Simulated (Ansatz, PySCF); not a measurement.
Species: C2H6O, charge 0, singlet. C2H6O (ethanol, SMILES CCO).
B3LYP-D3(BJ)/def2-TZVP minimum from Ansatz (an electronic-structure program):
```
C
H 1 1.0973
H 1 1.0973 2 107.69
O 1 1.4270 2 110.49 3 -120.76
H 4 0.9624 1 108.87 2 59.54
C 1 1.5131 2 110.09 3 120.04
H 6 1.0909 1 110.47 2 60.81
H 6 1.0909 7 108.30 1 -121.11
H 6 1.0917 7 108.54 8 -117.66
```

Atomisation energy term by term, kcal/mol (programs: Ansatz). Radicals and triplets start from unrestricted determinants; spin-orbit coupling is neglected. Correlated methods leave the cores frozen. Rows without X2C or -DK are non-relativistic. CBS(X,Y): correlation extrapolated as X^-3, Hartree-Fock from the larger set. A bracket is a step between two methods taken in the basis named. 'core' is core correlation in cc-pwCVTZ, 'X2C' scalar relativity in cc-pVTZ-DK, both at CCSD(T). Where a partner has so few electrons that a lower coupled-cluster level is exact, that level stands in.

| term | basis | kcal/mol |
|---|---|---|
| Hartree-Fock | cc-pVQZ | 596.54 |
| CCSD correlation | CBS(cc-pVTZ,cc-pVQZ) | 202.14 |
| (T) | CBS(cc-pVTZ,cc-pVQZ) | 10.86 |
| CCSDT(Q) - CCSD(T) | cc-pVDZ | 0.49 |
| core correlation | cc-pwCVTZ | 2.59 |
| scalar relativity | X2C, cc-pVTZ-DK | -0.65 |
| minus zero-point energy | Hessian by PySCF at B3LYP-D3(BJ)/def2-TZVP | -49.98 |
| sum: D0 |  | 762.0 |
